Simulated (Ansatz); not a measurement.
**NO, doublet: CASSCF and its corrections**

Program: Ansatz, Gaussian basis, development build; CASPT2, NEVPT3, NEVPT4(SD) by development code. Basis cc-pVTZ, nonrelativistic, 2 orbitals frozen in the corrections. State-specific CASSCF; RHF is the lowest restricted (open-shell) Hartree–Fock solution met. Letters tell apart solutions met in one space. No symmetry is imposed, so a solution can break that of the shape. Lower solutions, or ones in other orbitals, may exist.

Geometry: bond length 1.1500 Å.

CASSCF less RHF, in eV, and natural occupations:

```json
{"CAS": "(5,5) a", "CASSCF": "-2.253", "occupations": "1.98, 1.93, 1.00, 0.07, 0.02"}
{"CAS": "(5,5) b", "CASSCF": "-2.162", "occupations": "1.97, 1.92, 1.02, 0.08, 0.01"}
```

Question: What totals less RHF do the corrections give on each solution?

Answer: 

| CAS | SC-NEVPT2 | FIC-NEVPT2 | NEVPT3 | NEVPT4(SD) | CASPT2 (IPEA 0) |
| --- | --- | --- | --- | --- | --- |
| (5,5) a | -10.545 | -10.625 | -11.096 | -11.460 | -11.059 |
| (5,5) b | -10.818 | -10.885 | -11.237 | -11.532 | -11.018 |

Question: In CAS(5,5), is the solution lowest in CASSCF also lowest after SC-NEVPT2?

Answer: No: (5,5) b is lowest after SC-NEVPT2, 0.27 eV under (5,5) a, which leads in CASSCF.

Question: How do single-reference totals in the same basis and frozen core stand against SC-NEVPT2 in CAS(5,5) a?

Answer: CCSD(T) -1.098 eV. Coupled cluster stands on the determinant that it favours, which can lie over the RHF solution above, and is in doubt where the occupations are far from 0, 1 and 2.
